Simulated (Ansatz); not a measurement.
# MgSiH₄ (SMILES [MgH][SiH3]): functionals against CCSD(T) at one geometry

An exercise on one series of results from a longer session: the logs are not shown, and one member is left open.

Computed with Ansatz 0.2.0, Gaussian basis. Level: single points in def2-TZVPP.

Correlated methods freeze the cores. The outer core shell of Li, Na, Mg and K is correlated.

### The system as given

6 atoms, charge 0, spin multiplicity 1.

Atoms are counted from 1 here; the program's logs count them from 0.

Bond lengths: Mg1–Si2 2.308 Å, Mg1–H3 1.838 Å, Si2–H4 1.566 Å, Si2–H5 1.549 Å, Si2–H6 1.459 Å. Angles: Si2–Mg1–H3 172.8°, Mg1–Si2–H4 122.8°, Mg1–Si2–H5 121.7°, Mg1–Si2–H6 119.0°, H4–Si2–H5 101.6°, H4–Si2–H6 79.5°, H5–Si2–H6 103.4°.

Geometry (Å):

```
Mg    0.72120   -1.45690    0.52380
Si   -0.17550    0.54800   -0.18490
H     1.57280   -2.92840    1.22340
H    -1.62010    0.66830   -0.77740
H     0.61770    1.51710   -1.09660
H    -0.79110    1.43460    0.79660
```

Set-up of the first run:

Input file run/in.yaml:

```yaml
crystal:
  periodic: [false, false, false]
  atoms:
    - {symbol: Mg, position_ang: [0.721200, -1.456900, 0.523800]}
    - {symbol: Si, position_ang: [-0.175500, 0.548000, -0.184900]}
    - {symbol: H, position_ang: [1.572800, -2.928400, 1.223400]}
    - {symbol: H, position_ang: [-1.620100, 0.668300, -0.777400]}
    - {symbol: H, position_ang: [0.617700, 1.517100, -1.096600]}
    - {symbol: H, position_ang: [-0.791100, 1.434600, 0.796600]}
basis:
  gaussian: {orbitals: def2-TZVPP}
correlation: {method: ccsd_t}
output: {forces: true}
```

The command line of these runs was not kept.

Steps of the session up to this table: CCSD(T)/def2-TZVPP; PBE0-D4/def2-TZVPP; wB97M-V/def2-TZVPP; r2SCAN-D4/def2-TZVPP; PBE-D4/def2-TZVPP; revPBE-D4/def2-TZVPP; HSE06-D4/def2-TZVPP.

One table of the session follows, with a row left open; its other results are not shown here.

| method | RMS force component (eV/Å) | angle to CCSD(T) forces (°) | dipole (D) |
| --- | --- | --- | --- |
| CCSD(T) | 1.404 | reference | 0.74 |
| PBE0-D4 | 1.346 | 1.1 | 0.60 |
| wB97M-V | 1.384 | 2.1 | 0.70 |
| r2SCAN-D4 | 1.339 | 1.2 | 0.55 |
| PBE-D4 | ? | ? | ? |
| revPBE-D4 | 1.271 | 4.9 | 0.54 |
| HSE06-D4 | 1.346 | 1.2 | 0.60 |

Estimate the missing values for PBE-D4.

As computed: RMS force component (eV/Å): 1.251; angle to CCSD(T) forces (°): 4.4; dipole (D): 0.54. In the column «RMS force component (eV/Å)» it is the lowest.
